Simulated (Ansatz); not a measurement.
Input file:

```yaml
crystal:
  periodic: [false, false, false]
  atoms:
    - {symbol: Cl, position_ang: [0.000000, -0.267554, 1.633067]}
    - {symbol: O, position_ang: [0.000000, 1.510446, 0.238746]}
    - {symbol: Ga, position_ang: [0.000000, -0.217939, -0.851528]}
    - {symbol: H, position_ang: [0.000000, 0.510707, -2.327383]}
basis:
  gaussian: {orbitals: cc-pVDZ}
total_charge: 1
magnetization: {spin_polarized: false, initial_magnetization: 2}
correlation: {method: bccd_t, electrons: outside_noble_gas}
```

```sh
$ ansatz run in.yaml --threads 1 --pin off --events-out ev --progress --plain --max-ram 2393MiB
```

The program prints:

```
690 factors; integrals over basis functions are off by at most 7.6e-4 eV
mean field evaluation 1: about -66860.4170 eV, gradient 6.3e1 eV
mean field evaluation 2: about -66860.4676 eV, gradient 6.2e1 eV
mean field evaluation 4: about -66868.5273 eV, gradient 4.4e1 eV
mean field evaluation 8: about -66878.3532 eV, gradient 5.8e0 eV
mean field evaluation 16: about -66878.6196 eV, gradient 1.1e-1 eV
mean field evaluation 32: about -66879.3170 eV, gradient 7.7e-4 eV
mean field evaluation 64: about -66878.6198 eV, gradient 3.8e-5 eV
mean field evaluation 96: about -66871.3530 eV, gradient 2.6e1 eV
mean field evaluation 128: about -66872.4896 eV, gradient 7.9e0 eV
mean field evaluation 160: about -66873.1397 eV, gradient 2.1e1 eV
...
mean field -66879.31703563 eV, -2457.7695686302 hartree, gradient 1.3e-6 eV, S^2 2.000000; 10 other end points of the search recorded, 0 dependent functions left out
...
determinant -66879.31703563 eV, -2457.7695686302 hartree, with singles and doubles -66889.10498068 eV, -2458.1292689762 hartree
determinant -66878.61981356 eV, -2457.7439461917 hartree, with singles and doubles -66888.32869270 eV, -2458.1007409190 hartree
determinant -66877.46333047 eV, -2457.7014462221 hartree, with singles and doubles -66886.85130509 eV, -2458.0464479257 hartree
determinant -66876.09785477 eV, -2457.6512659157 hartree, with singles and doubles -66885.85235637 eV, -2458.0097372375 hartree
20 core orbitals not correlated, not the lowest: weight in the atoms' cores, before any rotation towards them, 0.977 or more for the frozen orbitals, at most 0.043 for the correlated occupied ones
reference -66879.31703563 eV, -2457.7695686302 hartree; 9, 7 occupied and 35, 37 virtual orbitals, 690 factors
second order -8.41971230 eV of doubles, -0.15579225 eV of singles
...
cycle   6  -9.76899022 eV  change    5.8e-4 eV  update   2.0e-3
cycle   7  -9.76875369 eV  change    2.4e-4 eV  update   8.4e-4
cycle   8  -9.76863678 eV  change    1.2e-4 eV  update   4.9e-4
cycle   9  -9.76863544 eV  change    1.3e-6 eV  update   3.5e-4
cycle  10  -9.76873464 eV  change   -9.9e-5 eV  update   2.4e-4
cycle  11  -9.76889538 eV  change   -1.6e-4 eV  update   1.5e-4
cycle  12  -9.76892024 eV  change   -2.5e-5 eV  update   7.5e-5
cycle  13  -9.76892893 eV  change   -8.7e-6 eV  update   4.3e-5
cycle  14  -9.76892824 eV  change    6.9e-7 eV  update   2.6e-5
cycle  15  -9.76890981 eV  change    1.8e-5 eV  update   1.7e-5
perturbative correction -0.36141108 eV, -0.0132816124 hartree
Total energy: -66889.44735653 eV, -2458.1418510566 hartree
```

The singles that turn the determinant into the Brueckner one have T1 = 0.053.

Ran on 1 thread of INTEL XEON PLATINUM 8581C, shared host: 16 s wall, 0.21 GiB peak host memory.
